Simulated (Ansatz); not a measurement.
# Lattice parameter a of Be (model structure, started from the beta-Sn type, I4₁/amd, No. 141, 2 atoms in the cell) at several levels of theory

No measured value is used here.

| level (code) | value (Å) |
|---|---|
| PBE (Ansatz) | 4.219 |
| PBEsol (Ansatz) | 4.199 |
| PBE-D3(BJ) (Ansatz) | (withheld) |
| r²SCAN (Ansatz) | 4.199 |

### Question
Fill in the missing entries.

### Answer

- PBE-D3(BJ) (Ansatz, an electronic-structure program), value (Å): 4.119

Ansatz's density-functional and Hartree–Fock values are scalar-relativistic unless marked +SOC, with PAW data made under PBE.

A model structure was made by putting elements into a prototype or built by hand; it is no filed structure, need not be a known phase, and can be a saddle point held by its symmetry.
